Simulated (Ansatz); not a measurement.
A run of Ansatz (development build ahead of 0.2.0) on singlet C₄H₈ at this shape:

```xyz
12

C     1.1196   -0.0175    0.1123
C     0.0392    1.0714   -0.0966
C    -1.1170    0.0265    0.1200
C    -0.0088   -1.1030   -0.1680
H     1.4163    0.0348    1.2124
H     1.9716    0.0444   -0.5356
H     0.0237    1.4447   -1.1963
H    -0.0454    1.9566    0.4974
H    -1.9215    0.0061   -0.5150
H    -1.3736    0.0373    1.1661
H    -0.0411   -1.9898    0.5340
H     0.0258   -1.4081   -1.1360
```

Its results:

```
Converged                       : yes
Total energy                    : -156.13116 hartree
Spin squared of the determinant : 0.000
```

**Question.** Which input gives this output? Name the method, the orbitals and the basis set, and write the input.

**Answer.** RHF in def2-TZVP. An unrestricted run that stays on the closed shell gives the same numbers.

```yaml
crystal:
  periodic: [false, false, false]
  atoms:
    - { symbol: C, position_ang: [1.11959, -0.01749, 0.11234] }
    - { symbol: C, position_ang: [0.03924, 1.07142, -0.09664] }
    - { symbol: C, position_ang: [-1.11696, 0.02653, 0.12002] }
    - { symbol: C, position_ang: [-0.00876, -1.103, -0.16803] }
    - { symbol: H, position_ang: [1.41635, 0.03481, 1.21244] }
    - { symbol: H, position_ang: [1.97163, 0.04435, -0.53556] }
    - { symbol: H, position_ang: [0.02373, 1.44469, -1.19626] }
    - { symbol: H, position_ang: [-0.04541, 1.95657, 0.49741] }
    - { symbol: H, position_ang: [-1.92151, 0.00608, -0.51495] }
    - { symbol: H, position_ang: [-1.37357, 0.03734, 1.16609] }
    - { symbol: H, position_ang: [-0.04108, -1.98978, 0.53399] }
    - { symbol: H, position_ang: [0.02583, -1.40812, -1.13595] }
basis:
  gaussian: { orbitals: def2-TZVP }
hamiltonian:
  xc: hf
```
